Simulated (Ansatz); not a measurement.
# AlHO₂ (SMILES [O]=[Al][OH]): functionals against CCSD(T) at one geometry

One table from this session's results is given with a row withheld; the runs are named, their logs left out.

Program: Ansatz 0.2.0, Gaussian basis. Level of theory: single points in def2-TZVPP. These are calculated values, not measurements.

Correlated methods freeze the cores.

**The system as given**

SMILES `[O]=[Al][OH]`, 4 atoms, charge 0, spin multiplicity 1.

Atoms are counted from 1 here; the program's logs count them from 0.

Bond lengths: O1–Al2 1.495 Å, Al2–O3 1.598 Å, O3–H4 0.927 Å. Angles: O1–Al2–O3 170.1°, Al2–O3–H4 162.5°.

As a file:

| atom | x (Å) | y (Å) | z (Å) |
| --- | --- | --- | --- |
| O1 | -1.5469 | -1.3057 | -0.6717 |
| Al2 | -0.4860 | -0.3210 | -0.2976 |
| O3 | 0.6793 | 0.5759 | 0.3270 |
| H4 | 1.3056 | 1.2464 | 0.4568 |

Set-up of the first run:

Input file run/in.yaml:

```yaml
crystal:
  periodic: [false, false, false]
  atoms:
    - {symbol: O, position_ang: [-1.546900, -1.305700, -0.671700]}
    - {symbol: Al, position_ang: [-0.486000, -0.321000, -0.297600]}
    - {symbol: O, position_ang: [0.679300, 0.575900, 0.327000]}
    - {symbol: H, position_ang: [1.305600, 1.246400, 0.456800]}
basis:
  gaussian: {orbitals: def2-TZVPP}
correlation: {method: ccsd_t}
output: {forces: true}
```

The command line of these runs was not kept.

Steps of the session up to this table: CCSD(T)/def2-TZVPP; PBE0-D4/def2-TZVPP; wB97M-V/def2-TZVPP; r2SCAN-D4/def2-TZVPP; PBE-D4/def2-TZVPP; BLYP-D4/def2-TZVPP; LC-wPBE/def2-TZVPP.

One of the session's tables, all rows but one given; the rest of the session is left out.

| method | RMS force component (eV/Å) | angle to CCSD(T) forces (°) | dipole (D) |
| --- | --- | --- | --- |
| CCSD(T) | 2.344 | reference | 5.62 |
| PBE0-D4 | 2.106 | 1.6 | 5.70 |
| wB97M-V | 2.107 | 1.6 | 5.79 |
| r2SCAN-D4 | 2.216 | 1.6 | 5.60 |
| PBE-D4 | ? | ? | ? |
| BLYP-D4 | 2.423 | 4.6 | 5.34 |
| LC-wPBE | 1.998 | 2.7 | 5.95 |

**Question.** Estimate the row for PBE-D4.

**Answer.** RMS force component (eV/Å): 2.400; angle to CCSD(T) forces (°): 4.3; dipole (D): 5.34. In the column «RMS force component (eV/Å)» it lies between CCSD(T) (2.344) and BLYP-D4 (2.423).
